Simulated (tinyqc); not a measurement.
Worked calculation: harmonic frequencies on the RHF/sto-3g surface (energies and gradients from PySCF), for H2O, spin multiplicity 1. One step of it, computed by the program tinyqc.

Problem. Normal modes. Diagonalise H_ij / sqrt(m_i m_j); the 6 smallest eigenvalues belong to translations and rotations; wavenumber = sqrt(eigenvalue / 1822.888) x 219474.63; each mode has its largest component positive (the first on a tie); zero-point energy = sum of wavenumbers / 2, with 349.755 1/cm per kcal/mol.

Hessian (symmetrised) (hartree/bohr^2):
```
             1Ox          1Oy          1Oz          2Hx          2Hy          2Hz          3Hx          3Hy
1Ox   0.00225324   0.03967867  -0.01241555  -0.00047305  -0.01319849  -0.00946557  -0.00177974  -0.02648018
1Oy   0.03967867   0.80078723   0.01460485  -0.01070411  -0.35526962  -0.34018547  -0.02897456  -0.44551787
1Oz  -0.01241555   0.01460485   0.63579069  -0.00344196  -0.21953787  -0.36366388   0.01585756   0.20493295
2Hx  -0.00047305  -0.01070411  -0.00344196   0.00054409   0.01368076   0.00702749  -0.00007126  -0.00297664
2Hy  -0.01319849  -0.35526962  -0.21953787   0.01368076   0.39175592   0.28432932  -0.00048226  -0.03648613
2Hz  -0.00946557  -0.34018547  -0.36366388   0.00702749   0.28432932   0.34670028   0.00243807   0.05585617
3Hx  -0.00177974  -0.02897456   0.01585756  -0.00007126  -0.00048226   0.00243807   0.00185078   0.02945681
3Hy  -0.02648018  -0.44551787   0.20493295  -0.00297664  -0.03648613   0.05585617   0.02945681   0.48200409
3Hz   0.02188113   0.32558068  -0.27212792  -0.00358554  -0.06479159   0.01696418  -0.01829562  -0.26078904

             3Hz
1Ox   0.02188113
1Oy   0.32558068
1Oz  -0.27212792
2Hx  -0.00358554
2Hy  -0.06479159
2Hz   0.01696418
3Hx  -0.01829562
3Hy  -0.26078904
3Hz   0.25516427
```

masses (u): 1O 15.994915, 2H 1.007825, 3H 1.007825

Give: eigenvalues of the mass-weighted Hessian; harmonic wavenumbers of the vibrations; mass-weighted modes; zero-point energy.

Solution.

eigenvalues of the mass-weighted Hessian (hartree/(bohr^2 u)): 0.0000  0.0000  0.0000  0.0000  0.0000  0.0000  0.1782  0.6486  0.7297

harmonic wavenumbers of the vibrations (1/cm): 2170.0  4140.0  4391.0

mass-weighted modes:
```
      mode 1   mode 2   mode 3
1Ox   0.0065  -0.0051  -0.0126
1Oy   0.0217  -0.0167  -0.2612
1Oz  -0.2635   0.2042  -0.0218
2Hx  -0.0338  -0.0167   0.0143
2Hy  -0.4742  -0.5230   0.4844
2Hz   0.4889  -0.4531   0.4802
3Hx   0.0078   0.0369   0.0359
3Hy   0.3880   0.5897   0.5564
3Hz   0.5608  -0.3602  -0.3935
```

zero-point energy = 15.2979 kcal/mol
